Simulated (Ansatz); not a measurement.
Input file:

```yaml
crystal:
  periodic: [false, false, false]
  atoms:
    - {symbol: Si, position_ang: [0.000000, 0.000000, 0.000000]}
    - {symbol: Si, position_ang: [0.000000, 0.000000, 2.272600]}
basis:
  gaussian: {orbitals: aug-cc-pVDZ}
total_charge: 1
magnetization: {spin_polarized: false, initial_magnetization: 3}
hamiltonian: {xc: {name: r2SCAN}}
correlation: {method: ccsd, electrons: valence}
accuracy: high
scf: {lower_state_search: light}
```

```sh
$ ansatz run in.yaml --threads 1 --pin off --events-out ev --progress --plain --max-ram 2393MiB
```

Output:

```
951 factors; integrals over basis functions are off by at most 3.2e-9 eV
mean field evaluation 1: about -15741.0951 eV, gradient 1.2e1 eV
mean field evaluation 2: about -15741.0959 eV, gradient 1.2e1 eV
mean field evaluation 4: about -15742.0562 eV, gradient 6.3e-1 eV
mean field evaluation 8: about -15742.0587 eV, gradient 6.3e-4 eV
mean field evaluation 16: about -15742.0587 eV, gradient 2.7e-8 eV
mean field -15742.05867655 eV, -578.5099860125 hartree, gradient 1.4e-8 eV, S^2 3.750000; 0 other end points of the search recorded, 0 dependent functions left out
mean field evaluation 32: about -15714.5471 eV, gradient 4.9e-1 eV
10 core orbitals not correlated: weight in the atoms' cores, before any rotation towards them, 1.000 or more for the frozen orbitals, at most 0.000 for the correlated occupied ones
reference -15714.30595875 eV, -577.4900924448 hartree; 5, 2 occupied and 39, 42 virtual orbitals, 951 factors
second order -3.43479810 eV of doubles, -0.14153523 eV of singles
cycle   1  -3.98221779 eV  change   -4.1e-1 eV  update   7.3e-2
cycle   2  -4.16330437 eV  change   -1.8e-1 eV  update   2.5e-2
cycle   3  -4.19196580 eV  change   -2.9e-2 eV  update   8.7e-3
cycle   4  -4.19524346 eV  change   -3.3e-3 eV  update   2.8e-3
cycle   5  -4.19533165 eV  change   -8.8e-5 eV  update   6.8e-4
cycle   6  -4.19525191 eV  change    8.0e-5 eV  update   1.9e-4
cycle   7  -4.19529747 eV  change   -4.6e-5 eV  update   6.6e-5
cycle   8  -4.19530019 eV  change   -2.7e-6 eV  update   2.1e-5
cycle   9  -4.19529158 eV  change    8.6e-6 eV  update   6.7e-6
cycle  10  -4.19529140 eV  change    1.8e-7 eV  update   2.6e-6
cycle  11  -4.19529092 eV  change    4.7e-7 eV  update   9.3e-7
cycle  12  -4.19529067 eV  change    2.5e-7 eV  update   2.6e-7
cycle  13  -4.19529055 eV  change    1.2e-7 eV  update   8.1e-8
cycle  14  -4.19529053 eV  change    2.2e-8 eV  update   3.8e-8
cycle  15  -4.19529053 eV  change   -9.1e-9 eV  update   2.7e-8
cycle  16  -4.19529053 eV  change    6.0e-9 eV  update   1.8e-8
cycle  17  -4.19529033 eV  change    2.0e-7 eV  update   1.1e-7
cycle  18  -4.19529033 eV  change   2.5e-10 eV  update   3.2e-8
cycle  19  -4.19529031 eV  change    1.7e-8 eV  update   1.0e-8
cycle  20  -4.19529031 eV  change   -1.9e-9 eV  update   3.5e-9
cycle  21  -4.19529031 eV  change   3.2e-10 eV  update   1.1e-9
cycle  22  -4.19529031 eV  change  -2.4e-11 eV  update  3.7e-10
Total energy: -15718.50124906 eV, -577.6442665202 hartree
```

Ran on 1 thread of Arm Neoverse V1, shared host: 11 s wall, 0.27 GiB peak host memory.
